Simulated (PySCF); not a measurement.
Potential energy of LiCl along the bond

Set-up: PySCF, no relativity, basis sets Li def2-TZVP, Cl def2-TZVP. Energies in eV from Li + Cl in their ground configurations at the same level. State: triplet, unpaired electrons σ ↑, π ↑, a second solution, started from another occupation.

```tsv
R (Å)	PBE0
1.733	1.6529
1.813	1.1821
1.894	0.8442
1.955	0.6558
2.015	0.5104
2.075	0.3982
2.156	0.2881
2.257	0.1960
2.378	0.1285
2.539	0.0795
```
